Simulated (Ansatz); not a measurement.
Geometry optimisation, RKS PBE-D4/def2-mTZVP in Ansatz.

input.yaml

```yaml
crystal:
  periodic: [false, false, false]
  atoms:
    - { symbol: Al, position_ang: [-0.823487, -0.202148, 0.067337] }
    - { symbol: Cl, position_ang: [-0.331043, -1.567149, -1.584519] }
    - { symbol: "N", position_ang: [0.773409, 0.500403, 0.306948] }
    - { symbol: H, position_ang: [1.373388, 0.086694, -0.412423] }
    - { symbol: H, position_ang: [-2.240876, -0.004887, 0.736602] }
    - { symbol: H, position_ang: [1.24861, 1.187087, 0.886056] }
basis:
  gaussian: { orbitals: def2-mTZVP }
hamiltonian:
  xc: pbe
  dispersion: d4
relax:
  f_tol: 0.03
  max_steps: 50
```

Run as:

```bash
$ ansatz run input.yaml --threads 2 --pin off --max-ram 3072MiB --backend cpu --events-out ev --progress --plain --runs-dir out
```

Task: Where does it end, and by what steps?

Result: The forces met the threshold. After 6 steps the energy has fallen by 0.281 eV; Cl2 moved furthest, 0.46 Å.

```csv
step,energy less start (eV),largest force component (eV/Å),accepted
0,0.0000,0.672,yes
1,-0.1480,0.422,yes
2,-0.2493,0.768,yes
3,-0.2299,1.663,no
4,-0.2775,0.147,yes
5,-0.2805,0.032,yes
6,-0.2806,0.011,yes
```

```xyz
6
Properties=species:S:1:pos:R:3
Al -0.720 -0.300 -0.086
Cl -0.750 -1.742 -1.640
N 0.829 0.492 0.256
H 1.699 0.316 -0.244
H -2.031 0.046 0.730
H 0.973 1.189 0.984
```

Whether the end is a true minimum wasn't checked by a vibrational analysis.

Time of the run: 6.9 s on 2 threads of Intel(R) Xeon(R) 6975P-C (Granite Rapids), on a shared host, peak memory 0.16 GiB.
